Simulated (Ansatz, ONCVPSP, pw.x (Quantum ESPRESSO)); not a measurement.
## pw.x on bcc Mo: one setting changed

Potential: optimised norm-conserving Vanderbilt (ONCV), ONCVPSP 4.0.1.1 (patched build), PBEsol; core [Ar] 3d10, reference 4s2 4p6 4d5 5s1; waves: 4s+5s: rc 1.90 bohr, ncon 4, nbas 9, qcut 7.1 1/bohr, 2 projectors; 4p: rc 2.00 bohr, ncon 3, nbas 6, qcut 6.9 1/bohr, 3 projectors, debl 2.6 Ha; 4d: rc 1.75 bohr, ncon 3, nbas 6, qcut 6.1 1/bohr, 2 projectors, debl 1.8 Ha; local part: polynomial inside 1.70 bohr (lpopt 3, dvloc0 4 Ha); core correction: none.

The reference run (k-mesh 15³, cutoffs 60/240 Ry, Fermi–Dirac 0.01 Ry, mixing_beta 0.4, conv_thr 1e-9, no spin) gives 1.97 GPa at 15.327 Å³/atom, where all-electron LAPW gives 0.24 GPa. This run, with its own iteration cap, changes k-mesh points per axis to 2.

```
&control
  calculation='scf', prefix='x', pseudo_dir='./', outdir='./tmp', tstress=.true., disk_io='none'
/
&system
  ibrav=0, nat=1, ntyp=1, ecutwfc=60, ecutrho=240, nbnd=15,
  occupations='smearing', smearing='fd', degauss=0.01
/
&electrons
  conv_thr=1e-09, mixing_beta=0.4, electron_maxstep=60
/
ATOMIC_SPECIES
Mo 1.0 Mo.UPF
CELL_PARAMETERS angstrom
  -1.56482481 1.56482481 1.56482481
  1.56482481 -1.56482481 1.56482481
  1.56482481 1.56482481 -1.56482481
ATOMIC_POSITIONS crystal
Mo 0.0000 0.0000 0.0000
K_POINTS automatic
2 2 2 0 0 0
```

```bash
pw.x < Mo.scf.in > Mo.scf.out
```

Q: How does the run end?

A: It converges in 10 iterations; the free energy moves by +1.05 eV/atom and the pressure by +8.34 GPa.

```
Message from routine setup:
     using ibrav=0 with symmetry is DISCOURAGED, use correct ibrav instead
     lattice parameter (alat)  =       5.1218  a.u.
     unit-cell volume          =     103.4317 (a.u.)^3
     number of electrons       =        14.00
     number of Kohn-Sham states=           15
     kinetic-energy cutoff     =      60.0000  Ry
     charge density cutoff     =     240.0000  Ry
     scf convergence threshold =      1.0E-09
     Exchange-correlation= PBESOL
     number of k points=     3  Fermi-Dirac smearing, width (Ry)=  0.0100
     iteration #  1     ecut=    60.00 Ry     beta= 0.40
     total energy              =    -137.31341755 Ry
     estimated scf accuracy    <       0.22533739 Ry
     iteration #  2     ecut=    60.00 Ry     beta= 0.40
     total energy              =    -137.34180067 Ry
     estimated scf accuracy    <       0.00165890 Ry
     iteration #  3     ecut=    60.00 Ry     beta= 0.40
     total energy              =    -137.34187238 Ry
     estimated scf accuracy    <       0.00074655 Ry
     iteration #  4     ecut=    60.00 Ry     beta= 0.40
     total energy              =    -137.34189638 Ry
     estimated scf accuracy    <       0.00028940 Ry
     iteration #  5     ecut=    60.00 Ry     beta= 0.40
     total energy              =    -137.34192144 Ry
     estimated scf accuracy    <       0.00001793 Ry
     iteration #  6     ecut=    60.00 Ry     beta= 0.40
     total energy              =    -137.34190419 Ry
     estimated scf accuracy    <       0.00005620 Ry
     iteration #  7     ecut=    60.00 Ry     beta= 0.40
     total energy              =    -137.34191416 Ry
     estimated scf accuracy    <       0.00000227 Ry
     iteration #  8     ecut=    60.00 Ry     beta= 0.40
     total energy              =    -137.34191411 Ry
     estimated scf accuracy    <       0.00000073 Ry
     iteration #  9     ecut=    60.00 Ry     beta= 0.40
     total energy              =    -137.34191407 Ry
     estimated scf accuracy    <       0.00000020 Ry
     iteration # 10     ecut=    60.00 Ry     beta= 0.40
     the Fermi energy is    23.2895 ev
!    total energy              =    -137.34191410 Ry
     estimated scf accuracy    <          8.9E-11 Ry
     smearing contrib. (-TS)   =      -0.02362986 Ry
     The total energy is F=E-TS. E is the sum of the following terms:
     one-electron contribution =     -19.29920382 Ry
     hartree contribution      =      18.22097673 Ry
     xc contribution           =     -15.63336644 Ry
     ewald contribution        =    -120.60669071 Ry
     convergence has been achieved in  10 iterations
          total   stress  (Ry/bohr**3)                   (kbar)     P=      103.10
     Message from routine punch:
     Nothing written, as per user request (disk_io='none')
```

The run took about 1 s on one core of a shared host (Intel(R) Xeon(R) 6975P-C, 192 threads, 378 GiB, load 80).
